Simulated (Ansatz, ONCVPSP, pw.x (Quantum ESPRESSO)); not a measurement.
**Si (Z = 14) (diamond): variants of one ONCV potential in the solid**

* Element: silicon (Si)
* Generator: ONCVPSP 4.0.1.1 (patched build)
* Type: optimised norm-conserving Vanderbilt (ONCV)
* Functional: PBE
* Relativity: scalar-relativistic
* Frozen core: [Ne]
* Valence charge: 4
* Reference configuration: 3s2 3p0.5 (charge +1.5)
* Partial waves: 3s: rc 1.75 bohr, ncon 4, nbas 7, qcut 4.2 1/bohr, local; 3p: rc 1.85 bohr, ncon 4, nbas 7, qcut 5.4 1/bohr, 2 projectors, debl 0.8 Ha; d scattering state at 0.17 Ha: rc 1.90 bohr, ncon 4, nbas 8, qcut 5.1 1/bohr, 2 projectors, debl 1.9 Ha
* Local potential: the s channel
* Core correction: Teter function, fcfact 4.5, rcfact 1.8

In the d channel the program set the typed energies aside and used 0.050, 1.950 Ha.

Crystal test: diamond Si in pw.x 7.5, no spin, 8³ k-points, Fermi–Dirac smearing 0.01 Ry, cutoffs set for each file from its atomic test. The reference is all-electron LAPW (Ansatz 0.2.0) with the same functional, mesh and smearing; V0 and B0 come from Birch–Murnaghan fits to the pressures at five volumes. Errors are pseudo minus all-electron; Δ is the rms difference of the E(V) curves that follow from these fits, minima aligned, over ±6 % about the mean V0. Mesh and smearing are coarse, so the numbers serve the comparison and aren't converged zero-temperature values; the lattice is a test structure that the element need not adopt.

All-electron: a0 = 5.469 Å (V0 = 20.45 Å³/atom), B0 = 88.5 GPa.

Base: This is a poor potential for the solid.

1 further variants are left out: they gave no file fit for a test, a broken result, the same result as the base, or pressures whose basis-set error rivals the error shown.

```csv
change,cutoffs (Ry),pw.x,a0 (Å),a0 error (%),B0 error (%),Δ (meV/atom),mean pressure error (GPa)
base,50/200,converged; energies reset by the program,5.529,+1.10,-5.4,12.8,+2.96
s: qcut 3.2,85/340,converged; energies reset by the program,5.527,+1.05,-5.3,12.3,+2.83
reference 3s2 3p2,50/200,converged,5.464,-0.10,+4.9,1.2,-0.25
d: rc 2.46,50/200,converged; energies reset by the program,5.528,+1.08,-5.6,12.6,+2.89
```

(1) Give the row for: s: qcut 6; p: qcut 7.7; d: qcut 7.3.

Results:

(1) pw.x: converged; energies reset by the program; mean pressure error (GPa): +2.91; a0 (Å): 5.528; a0 error (%): +1.08; B0 error (%): -5.1; Δ (meV/atom): 12.6.
